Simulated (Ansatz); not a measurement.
**AlNH3S (SMILES [NH2][Al][SH]) at UHF/3-21G**

What is the energy change on altering one bond length of AlNH3S at UHF/3-21G? 

The results are computed with Ansatz 0.2.0.

59 further runs of the same task are left out: 59 set aside as unsound or not needed. Runs told in other sessions of the task aren't counted.

## Step 1: The molecule

AlNH3S: 6 atoms, total charge 0, spin state doublet. SMILES: `[NH2][Al][SH]`. Geometry: relaxed at PBE0-D4/def2-TZVP. This is one conformer, not always the lowest.

Bond lengths: N1–Al2 1.770 Å, Al2–S3 2.208 Å, N1–H4 1.009 Å, N1–H5 1.007 Å, S3–H6 1.343 Å. Angles: N1–Al2–S3 115.8°, Al2–N1–H4 125.1°, Al2–N1–H5 124.5°, Al2–S3–H6 93.4°, H4–N1–H5 110.4°.

## Step 2: The energy at UHF/3-21G

File run.yaml:

```yaml
crystal:
  periodic: [false, false, false]
  atoms:
    - {symbol: "N", position_ang: [-0.909500, 0.196700, -0.977100]}
    - {symbol: Al, position_ang: [0.142900, -0.793800, 0.045400]}
    - {symbol: S, position_ang: [1.372100, 0.308200, 1.511800]}
    - {symbol: H, position_ang: [-0.980700, 1.201900, -0.933300]}
    - {symbol: H, position_ang: [-1.523300, -0.168400, -1.686700]}
    - {symbol: H, position_ang: [1.940700, -0.808600, 1.993700]}
basis:
  gaussian: {orbitals: 3-21G.json}
accuracy: high
output: {orbitals: {seedname: orbitals}}
hamiltonian: {xc: hf}
magnetization: {spin_polarized: true, initial_magnetization: 1}
```

The basis set 3-21G is read from a file made from the Basis Set Exchange's data (not shown).

Launch:

```
$ ansatz run run.yaml --threads 1 --pin off --max-ram 2610MiB --events-out events.jsonl --progress --plain --runs-dir runs
```

Log:

```text
Warning: RAYON_NUM_THREADS=1 ignored (pool sized by the plan → 1); use --threads N
Functional definition: HF
  name "HF"
  exchange = exact_x
  correlation = 0
922 factors; integrals over basis functions are off by at most 3.8e-9 eV
mean field evaluation 1: about -18829.9068 eV, gradient 2.2e1 eV
mean field evaluation 2: about -18830.0532 eV, gradient 2.3e1 eV
mean field evaluation 4: about -18832.7698 eV, gradient 1.9e0 eV
mean field evaluation 8: about -18832.8561 eV, gradient 3.9e-1 eV
mean field evaluation 16: about -18832.8615 eV, gradient 1.7e-5 eV
mean field -18832.86150472 eV, -692.0948949265 hartree, gradient 3.7e-8 eV, S^2 0.754347; 0 other end points of the search recorded, 0 dependent functions left out
reference -18832.86150472 eV, -692.0948949265 hartree; 20, 19 occupied and 21, 22 virtual orbitals, 922 factors
Total energy: -18832.86150472 eV, -692.0948949265 hartree
```

It took 1.1 s on 1 thread of Arm Neoverse N1, shared host; peak memory 0.1 GiB.

## Step 3: The distorted shape at the same level

File molecule.yaml:

```yaml
crystal:
  periodic: [false, false, false]
  atoms:
    - {symbol: N, position_ang: [-2.172397, 1.385316, -2.204116]}
    - {symbol: Al, position_ang: [0.142900, -0.793800, 0.045400]}
    - {symbol: S, position_ang: [1.372100, 0.308200, 1.511800]}
    - {symbol: H, position_ang: [-2.243597, 2.390516, -2.160316]}
    - {symbol: H, position_ang: [-2.786197, 1.020216, -2.913716]}
    - {symbol: H, position_ang: [1.940700, -0.808600, 1.993700]}
basis:
  gaussian: {orbitals: 3-21G.json}
total_charge: 0
magnetization: {spin_polarized: true, initial_magnetization: 1}
hamiltonian: {xc: hf}
accuracy: high
output: {orbitals: {seedname: orbitals}}
```

The basis set 3-21G is read from a file made from the Basis Set Exchange's data (not shown).

Launch:

```
$ ansatz run molecule.yaml --threads 1 --pin off --max-ram 2610MiB --events-out events.jsonl --progress --plain --runs-dir runs
```

Log, shortened:

```text
Warning: RAYON_NUM_THREADS=1 ignored (pool sized by the plan → 1); use --threads N
[... 2 set-up lines as earlier in the session ...]
[...]
860 factors; integrals over basis functions are off by at most 1.6e-8 eV
[...]
mean field -18830.41117274 eV, -692.0048468870 hartree, gradient 7.1e-8 eV, S^2 0.758095; 2 other end points of the search recorded, 0 dependent functions left out
reference -18830.41117274 eV, -692.0048468870 hartree; 20, 19 occupied and 21, 22 virtual orbitals, 860 factors
Total energy: -18830.41117274 eV, -692.0048468870 hartree
```

Run time: 3.3 s. Hardware: 1 thread of Arm Neoverse N1, shared host; peak memory 0.12 GiB.

## Step 4: What came out

Level: UHF/3-21G.

| quantity | value |
| --- | --- |
| first shape: total energy | -692.09489 Eh |
| first shape: HOMO energy (highest over α and β) | -8.40 eV |
| first shape: LUMO energy (lowest over α and β) | 0.64 eV |
| first shape: ⟨S²⟩ | 0.754 |
| distorted shape: total energy | -692.00485 Eh |
| distorted shape: HOMO energy (highest over α and β) | -7.92 eV |
| distorted shape: LUMO energy (lowest over α and β) | 1.35 eV |
| distorted shape: ⟨S²⟩ | 0.758 |
| energy change with the N1–Al2 bond stretched from 1.770 to 3.895 Å | 2.450 eV |

**Reading.** With the N1–Al2 bond stretched from 1.770 to 3.895 Å the energy rises by 2.45 eV (57 kcal/mol). The first shape isn't relaxed at this level, so the change isn't measured from a minimum.
